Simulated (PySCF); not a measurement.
# Si2NH7 ((H3Si)2NH): levels of theory compared

Wanted: a comparison of 6 runs (HF/STO-3G, HF/3-21G, B2PLYP/6-31G*, PBE0/def2-SVP, r2SCAN/6-311+G**, CCSD(T)/6-31G*) of Si2NH7 ((H3Si)2NH). Input form: a Python script.

The results are computed with PySCF 2.14.0.

## (1) The molecule

Si2NH7: 10 atoms, total charge 0, spin state singlet. The shape is that of a GFN2-xTB optimisation.

Bond lengths: Si1–N5 1.732 Å, N5–Si6 1.732 Å, Si1–H2 1.464 Å, Si1–H3 1.461 Å, Si1–H4 1.469 Å, Si6–H7 1.464 Å, Si6–H8 1.461 Å, Si6–H9 1.468 Å, N5–H10 1.008 Å. Some angles: Si1–N5–Si6 128.8°, Si1–N5–H10 114.5°, Si6–N5–H10 114.5°, H2–Si1–N5 105.7°, H3–Si1–N5 107.1°, H4–Si1–N5 111.9°, N5–Si6–H7 105.6°, N5–Si6–H8 107.1°, N5–Si6–H9 111.9°, H2–Si1–H3 112.4°.

## (2) Energy and gradient at HF/STO-3G (run 1)

File run.py:

```python
import pyscf.grad
from pyscf import gto

mol = gto.M(
    atom='''
Si      -0.516810       0.992300       1.098270
H        0.314080       1.825960       1.968100
H       -1.298170       1.783360       0.150960
H       -1.416140       0.160270       1.908070
N        0.589860       0.035240       0.171660
Si       0.270210      -0.966440      -1.204490
H        1.582650      -1.333950      -1.738510
H       -0.509090      -0.166690      -2.146670
H       -0.481680      -2.174200      -0.840610
H        1.465080      -0.155840       0.633240
''',
    basis='sto-3g',
    charge=0,
    max_memory=1860,
    spin=0,
    verbose=4,
)

hf = mol.RHF()
hf.conv_tol = 1e-10
hf.kernel()
if not hf.converged:
    hf = hf.newton().run(hf.mo_coeff, hf.mo_occ)

e_final = hf.e_tot
print(f'total energy: {e_final:.8f} hartree')
grad = hf.Gradients().kernel()
dip = hf.dip_moment()
pop, q = hf.mulliken_pop()
```

The run is started by

```
$ OMP_NUM_THREADS=1 python run.py
```

Standard output:

```text
PySCF version 2.14.0

[... 60 lines left out ...]
converged SCF energy = -629.049120103849
total energy: -629.04912010 hartree
[... 11 lines left out ...]
Dipole moment(X, Y, Z, Debye):  0.06299, -0.31002,  0.28481
[... 41 lines left out ...]
charge of    9H =      0.13306
```

Run time: 1.8 s. Hardware: 1 thread of Intel Xeon at 2.70GHz, shared host; peak memory 0.12 GiB.

## (3) Energy and forces at HF/3-21G (run 2)

File mol.xyz:

```xyz
10
H7NSi2
Si    -0.516810     0.992300     1.098270
H      0.314080     1.825960     1.968100
H     -1.298170     1.783360     0.150960
H     -1.416140     0.160270     1.908070
N      0.589860     0.035240     0.171660
Si     0.270210    -0.966440    -1.204490
H      1.582650    -1.333950    -1.738510
H     -0.509090    -0.166690    -2.146670
H     -0.481680    -2.174200    -0.840610
H      1.465080    -0.155840     0.633240
```

File job.py:

```python
# (H3Si)2NH
from pyscf import gto, scf

mol = gto.M(
    atom='mol.xyz',
    spin=0,
    basis='3-21g',
    verbose=4,
    max_memory=1860,
)

mf = scf.RHF(mol)
mf.conv_tol = 1e-10
mf.kernel()
if not mf.converged:
    mf = mf.newton().run(mf.mo_coeff, mf.mo_occ)

etot = mf.e_tot
print('Final energy', etot)
grad = mf.nuc_grad_method().kernel()
dip = mf.dip_moment()
pop, q = mf.mulliken_pop()
```

The run is started by

```
$ OMP_NUM_THREADS=1 python job.py
```

Standard output:

```text
PySCF version 2.14.0

[... 62 lines left out ...]
converged SCF energy = -633.022073233208
Final energy -633.0220732332078
[... 11 lines left out ...]
Dipole moment(X, Y, Z, Debye):  0.49795, -0.34689,  0.46536
[... 60 lines left out ...]
charge of    9H =      0.34665
```

Run time: 2.2 s. Hardware: 1 thread of Intel Xeon at 2.70GHz, shared host; peak memory 0.12 GiB.

Run 3 isn't shown in full; the table further down has it.

## (4) Energy and gradient at PBE0/def2-SVP (run 4)

File job.py:

```python
import pyscf.grad
from pyscf import gto, dft

molecule = gto.M(
    atom=[
    ('Si', (-0.516810, 0.992300, 1.098270)),
    ('H', (0.314080, 1.825960, 1.968100)),
    ('H', (-1.298170, 1.783360, 0.150960)),
    ('H', (-1.416140, 0.160270, 1.908070)),
    ('N', (0.589860, 0.035240, 0.171660)),
    ('Si', (0.270210, -0.966440, -1.204490)),
    ('H', (1.582650, -1.333950, -1.738510)),
    ('H', (-0.509090, -0.166690, -2.146670)),
    ('H', (-0.481680, -2.174200, -0.840610)),
    ('H', (1.465080, -0.155840, 0.633240)),
],
    max_memory=1860,
    basis='def2-svp',
    spin=0,
    verbose=4,
)

mf = dft.RKS(molecule)
mf.xc = 'pbe0'
mf.conv_tol = 1e-10
mf.grids.level = 5
mf.kernel()
if not mf.converged:
    mf = mf.newton().run(mf.mo_coeff, mf.mo_occ)

etot = mf.e_tot
print('Final energy', etot)
grad = mf.Gradients().kernel()
mf.analyze()
```

The run is started by

```
$ OMP_NUM_THREADS=1 python job.py
```

Standard output:

```text
PySCF version 2.14.0

[... 100 lines left out ...]
MO #5   energy= -5.33557816316707  occ= 2
[... 15 lines left out ...]
MO #21  energy= -0.267023656779076 occ= 2
[... 15 lines left out ...]
MO #37  energy= 0.362735156568792  occ= 0
[... 15 lines left out ...]
MO #53  energy= 0.926306323146998  occ= 0
[... 15 lines left out ...]
MO #69  energy= 1.74769181531021   occ= 0
[... 15 lines left out ...]
MO #85  energy= 3.24738185991123   occ= 0
[... 98 lines left out ...]
Dipole moment(X, Y, Z, Debye):  0.69364, -0.19012,  0.39895
```

It took 24 s on 1 thread of Intel Xeon at 2.70GHz, shared host; peak memory 0.83 GiB.

Run 5 isn't shown in full; the table further down has it.

## (5) A single-point energy at CCSD(T)/6-31G(d) (spherical functions) (run 6)

File run.py:

```python
# (H3Si)2NH
from pyscf import gto, cc

mol = gto.M(
    atom='''
Si    -0.516810     0.992300     1.098270
H      0.314080     1.825960     1.968100
H     -1.298170     1.783360     0.150960
H     -1.416140     0.160270     1.908070
N      0.589860     0.035240     0.171660
Si     0.270210    -0.966440    -1.204490
H      1.582650    -1.333950    -1.738510
H     -0.509090    -0.166690    -2.146670
H     -0.481680    -2.174200    -0.840610
H      1.465080    -0.155840     0.633240
''',
    verbose=4,
    basis='6-31g*',
    max_memory=1860,
    charge=0,
    spin=0,
)

mf = mol.RHF()
mf.conv_tol = 1e-10
mf.kernel()
if not mf.converged:
    mf = mf.newton().run(mf.mo_coeff, mf.mo_occ)

mycc = cc.CCSD(mf, frozen=11)
mycc.kernel()
e_t = mycc.ccsd_t()
energy = mycc.e_tot + e_t
print('E(%s) = %.9f' % ('CCSD(T)', energy))
dip = mf.dip_moment()
pop, q = mf.mulliken_pop()
```

The run is started by

```
$ OMP_NUM_THREADS=1 python run.py
```

Standard output:

```text
PySCF version 2.14.0

[... 64 lines left out ...]
converged SCF energy = -636.382586551216
[... 12 lines left out ...]
Init t2, MP2 energy = -636.700398397884  E_corr(MP2) -0.317811846667712
[... 11 lines left out ...]
CCSD converged
[... 3 lines left out ...]
Dipole moment(X, Y, Z, Debye):  0.57426, -0.28701,  0.44061
[... 75 lines left out ...]
charge of    9H =      0.38558
```

It took 5.7 s on 1 thread of Intel Xeon at 2.70GHz, shared host; peak memory 0.19 GiB.

## (6) The series

| run | level | task | frozen core orbitals | energy (Eh) | dipole moment (D) of the reference | HOMO energy (eV) | LUMO energy (eV) | wall time |
| --- | --- | --- | --- | --- | --- | --- | --- | --- |
| 1 | HF/STO-3G | gradient | – | -629.049120 | 0.43 | -7.42 | 13.07 | 1.8 s |
| 2 | HF/3-21G | gradient | – | -633.022073 | 0.76 | -10.25 | 4.12 | 2.2 s |
| 3 | B2PLYP/6-31G* (spherical functions) | energy | 11 | -637.584360 | 0.78 | -8.37 | 1.61 | 15 s |
| 4 | PBE0/def2-SVP | gradient | – | -637.424780 | 0.82 | -7.27 | 0.40 | 24 s |
| 5 | r2SCAN/6-311+G** | gradient | – | -637.912066 | 0.71 | -6.33 | -0.62 | 65 s |
| 6 | CCSD(T)/6-31G* (spherical functions) | energy | 11 | -636.752876 | 0.78 | -10.54 | 3.58 | 5.7 s |

## (7) Summary of results

```
                                           quantity          value
                                run 6: total energy  -636.75288 Eh
        run 6: dipole moment (Hartree–Fock density)         0.78 D
         run 6: HOMO energy (Hartree–Fock orbitals)      -10.54 eV
         run 6: LUMO energy (Hartree–Fock orbitals)        3.58 eV
       run 6: HOMO–LUMO gap (Hartree–Fock orbitals)       14.11 eV
run 6: correlation energy (11 core orbitals frozen)     -370.3 mEh
                              run 6: (T) correction      -8.26 mEh
                               run 6: T1 diagnostic          0.012
```

Over runs 1, 2, 3, 4, 5 the dipole moment (its size) runs from 0.43 D (HF/STO-3G) to 0.82 D (PBE0/def2-SVP). The two ends differ in method and basis. Over runs 1, 2, 3, 4, 5 the HOMO–LUMO gap runs from 5.72 eV (r2SCAN/6-311+G**) to 20.49 eV (HF/STO-3G). Totals of different functionals can't be ranked against each other. In run 1 the basis is minimal, so the values are rough. All runs together took 1.9 min, the longest 65 s.
